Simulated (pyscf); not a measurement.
H₃C–CH₂–O–O• → •O–OH + ethylene (H₂C=CH₂) (elimination; doublet surface; C–O, C–H broken, H–O formed). Optimised with ωB97X-D3(BJ)/def2-SVP in PySCF. Energies in kcal/mol from the reactant's lowest minimum found.

```csv
level,barrier,reaction energy
ωB97X-D3(BJ)/def2-TZVP,37.4,+27.6
PBE/def2-TZVP,23.7,+26.7
r²SCAN/def2-TZVP,[?],+28.0
PBE0-D3(BJ)/def2-TZVP,32.6,+28.6
M06-2X/def2-TZVP,[?],[?]
HF/def2-TZVP,60.0,+19.1
```

**Question.** Fill in the missing entries.

**Answer.** 
- r²SCAN/def2-TZVP, barrier: 27.7
- M06-2X/def2-TZVP, barrier: 37.5
- M06-2X/def2-TZVP, reaction energy: +26.9

On the product side the descent ends in a complex, 5.3 kcal/mol under the separated species and 15.1 kcal/mol under the saddle at ωB97X-D3(BJ)/def2-TZVP. At PBE, r²SCAN the saddle lies under the separated products, which points to a path from their complex (located at ωB97X-D3(BJ) alone), and parting the products costs more than the saddle. H₃C–CH₂–O–O• lies 43.3 kcal/mol over its isomer H₃C–CH(O•)–OH, and others may lie lower still (electronic energy, ωB97M-D3(BJ)). One saddle was located; it need not be the lowest between these sides.
